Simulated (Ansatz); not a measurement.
Basis-set extrapolation for `C#CC(=N)S` (PBE0-D4/def2-TZVP geometry, frozen core, the Gaussian-basis code of Ansatz). Multiplicity 1, RHF reference.

```csv
,def2-TZVPP,def2-QZVPP
HF,-567.316718,-567.335169
MP2 correlation,-0.831673,-0.890559
CCSD(T) correlation,-0.903330,not run
```

Energies in hartree. Use E(X) = E(∞) + A·exp(−7.88·√X) for Hartree–Fock and E(X) = E(∞) + B·X^(−2.97) for correlation, with X = 3 and 4, and add CCSD(T) minus MP2 of the smaller set to the MP2 limit.

Task: What is the CCSD(T) energy at the basis-set limit?

Result: HF limit: -567.335169 + (-0.018451) × 0.13774 = -567.33771. MP2 limit: -0.890559 + (-0.058886) × 0.74074 = -0.93418. Higher-order term: -0.903330 − (-0.831673) = -0.07166. Total: -568.34355 hartree, 3.36 eV below CCSD(T)/def2-TZVPP.
